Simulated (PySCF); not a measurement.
## Vertical excitation energies

Species: dimethyl carbonate, C3H6O3.
Numbering: `[CH3:1][O:2][C:3](=[O:4])[O:5][CH3:6]` (hydrogens: H7, H8, H9 on C1; H10, H11, H12 on C6)

Level of theory: TDDFT PBE0/def2-SVPD, vertical, gas phase, core orbitals frozen in the response in PySCF 2.14.0, density-fitted response routines. Isolated species at its GFN2-xTB geometry (one conformer only). Torsions of this conformer, `[CH3:1][O:2][C:3](=[O:4])[O:5][CH3:6]`: C1–O2–C3–O4 0°, O2–C3–O5–C6 180°.

```json
{"state": "S1", "E (eV)": "7.16", "E (hartree)": "0.2629", "f": "0.0000", "symmetry": "–", "main configurations (H = HOMO, L = LUMO)": "H→L+1 (99%)"}
{"state": "S2", "E (eV)": "7.91", "E (hartree)": "0.2906", "f": "0.018", "symmetry": "B1 or B2", "main configurations (H = HOMO, L = LUMO)": "H→L (96%)"}
{"state": "S3", "E (eV)": "8.21", "E (hartree)": "0.3017", "f": "0.0000", "symmetry": "–", "main configurations (H = HOMO, L = LUMO)": "H-1→L (94%)"}
{"state": "S4", "E (eV)": "8.38", "E (hartree)": "0.3078", "f": "0.022", "symmetry": "B1 or B2", "main configurations (H = HOMO, L = LUMO)": "H-2→L (93%)"}
{"state": "S5", "E (eV)": "8.69", "E (hartree)": "0.3192", "f": "0.256", "symmetry": "B1 or B2", "main configurations (H = HOMO, L = LUMO)": "H-1→L+1 (93%)"}
{"state": "S6", "E (eV)": "8.77", "E (hartree)": "0.3222", "f": "0.011", "symmetry": "A1", "main configurations (H = HOMO, L = LUMO)": "H→L+2 (90%), H-2→L+1 (9%)"}
{"state": "S7", "E (eV)": "8.94", "E (hartree)": "0.3287", "f": "0.011", "symmetry": "B1 or B2", "main configurations (H = HOMO, L = LUMO)": "H→L+3 (94%)"}
{"state": "S8", "E (eV)": "9.02", "E (hartree)": "0.3314", "f": "0.029", "symmetry": "B1 or B2", "main configurations (H = HOMO, L = LUMO)": "H-1→L+2 (85%), H-2→L+3 (12%)"}
```

Triplets, Tamm–Dancoff:

```tsv
state	E (eV)	λ (nm)	main configurations (H = HOMO, L = LUMO)
T1	6.67	185.8	H→L+1 (98%)
T2	6.96	178.2	H-2→L+1 (93%)
T3	7.61	162.9	H-1→L+1 (97%)
```

The lowest singlet lies at 7.16 eV (173 nm, vacuum ultraviolet) and is dark (f under 0.0005); its leading configuration is HOMO→LUMO+1 (99%). The strongest level in the table is S5 at 8.69 eV (143 nm, f = 0.256). Löwdin shares by element: HOMO oxygen 91%, carbon 6% or more; LUMO carbon 54%, oxygen 8% or more (atoms not listed hold the other 38%). Weighted by f, the mean energy of these states is 8.67 eV. The listed states span 1.86 eV, and the widest gap between neighbours is 0.75 eV (S1 to S2). Orbital energies (eV): HOMO-3 -10.33, HOMO-2 -9.08, HOMO-1 -8.91, HOMO -8.58, LUMO 0.56, LUMO+1 1.04, LUMO+2 1.16. Symmetry labels in C2v follow from the direction of the transition dipole and are given only for states with f of 0.002 or more; B1 and B2 swap with the choice of axes. Only the lowest 8 singlets were computed, as vertical energies without vibronic structure.
